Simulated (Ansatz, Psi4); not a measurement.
# C2H4 (SMILES C=C): from total energies to a heat of formation

C2H4: 6 atoms, total charge 0, spin state singlet. SMILES: `C=C`. Geometry: relaxed at PBE0-D4/def2-TZVP.

Total energies at M06-2X/def2-TZVP (Psi4 1.11); the atoms run unrestricted:

| species | state | energy (Eh) |
| --- | --- | --- |
| C2H4 | singlet | -78.571975 |
| C | triplet | -37.842509 |
| H | doublet | -0.498139 |

Harmonic wavenumbers at PBE0-D4/def2-TZVP, in cm⁻¹: 828, 979, 984, 1067, 1239, 1382, 1466, 1704, 3146, 3162, 3222, 3250.

Measured heats of formation of the gaseous atoms at 298.15 K, in kJ/mol: C 716.9, H 218.0. Take 1 Eh = 2625.50 kJ/mol, 1 cm⁻¹ = 0.0119627 kJ/mol, RT = 2.479 kJ/mol.

Question: Work out the heat of formation of the gas at 298 K.

Answer: 
1. Electronic atomisation energy: 2 × (-37.842509) + 4 × (-0.498139) − (-78.571975) = 0.894401 Eh = 2348.2 kJ/mol.
2. Zero-point energy: half the sum of the wavenumbers, 11214.5 cm⁻¹ = 134.2 kJ/mol.
3. Thermal vibrational enthalpy, Σ hcν̃/(exp(hcν̃/kT) − 1): 0.5 kJ/mol. Translation, rotation and pV of a non-linear molecule: 4 RT = 9.9 kJ/mol.
4. The 6 free atoms carry 5/2 RT each: 37.2 kJ/mol.
5. Atomisation enthalpy at 298 K: 2348.2 − 134.2 − 0.5 − 9.9 + 37.2 = 2240.8 kJ/mol.
6. Sum of the atoms' heats of formation: 2305.8 kJ/mol. Heat of formation: 2305.8 − 2240.8 = +65.0 kJ/mol.

The tabulated value is +52.6 kJ/mol (Active Thermochemical Tables), so this level is off by +12.4 kJ/mol, or 0.6 % of the atomisation enthalpy that the table implies (2253.2 kJ/mol). Anharmonicity and any spin-orbit splitting of the molecule are left out.
